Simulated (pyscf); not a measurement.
Structures and frequencies: ωB97X-D3(BJ)/def2-SVP in PySCF.

SMILES: [O]=[Nb]([F])([F])[F]
```xyz
5

O      0.9147     1.0367    -0.6443
Nb     0.7299    -0.3953     0.2028
F      1.0546    -0.0464     2.0002
F     -1.0135    -0.9918    -0.0480
F      1.9556    -1.6210    -0.4707
```
Charge 0, spin multiplicity 1.

### Question
What is the homolytic dissociation enthalpy (298 K, ωB97M-D3(BJ)/def2-TZVP) of the F–Nb bond of O=Nb(F)(F)–F, to [O=Nb(F)–F]• + F•?

### Answer
F–Nb to [O=Nb(F)–F]• + F•: 141.5 kcal/mol. The 7 functionals that were run give +136.9 (M06-2X) to +149.9 kcal/mol (PBE). The radicals are drawn with the spin at the cut bond; how far it spreads was not checked. Other isomers of [O=Nb(F)–F]• were not searched in full and may lie lower. Left out: the spin-orbit lowering of F. Open-shell species with a d-block atom are single-reference here; other states, and whether the spin sits on metal or ligand, were not checked. Elements past Kr carry the def2 core potentials, without spin-orbit coupling.
